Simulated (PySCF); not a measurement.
## NaO2: from structure and modes to constants

Level of theory: UPBE0/[Na def2-TZVP, O def2-TZVP], no relativity, density fitting, PySCF.

The doublet minimum has C2v symmetry. Masses (u): Na 22.98977, O 15.99492.

```xyz
3
charge 0 multiplicity 2, angstrom
Na    0.0000    0.0000   -1.1722
O     0.6643    0.0000    0.8423
O    -0.6643    0.0000    0.8423
```

Harmonic wavenumbers (cm⁻¹): 363.0 (b2, ×1), 427.5 (a1, ×1), 1232.2 (a1, ×1).

Problem. Find the vibrational entropy and heat capacity at 298.15 K.

Solution. With u = 1.43878 ω/T, each mode gives S = R[u/(eᵘ−1) − ln(1−e⁻ᵘ)] and C = R u² eᵘ/(eᵘ−1)².
```tsv
ω (cm⁻¹)	u	S (J/(mol K))	C (J/(mol K))
363.0	1.752	4.64	6.48
427.5	2.063	3.63	5.90
1232.2	5.946	0.15	0.77
```
The sums over all modes are S = 8.4 and C = 13.2 J/(mol K); the softest mode gives 55 % of the entropy.

Problem. Give the standard entropy (298.15 K, 1 bar) by its translational, rotational, vibrational and spin parts, and Cp.

Solution. Sackur–Tetrode with M = 54.98 u gives 158.8; rotation with symmetry number 2 gives 87.9; vibration 8.4; spin R ln 2 = 5.8. The total is 260.9 J/(mol K), and Cp = 4 R + 13.2 = 46.4 J/(mol K).

Other isomers or separated fragments may lie lower.
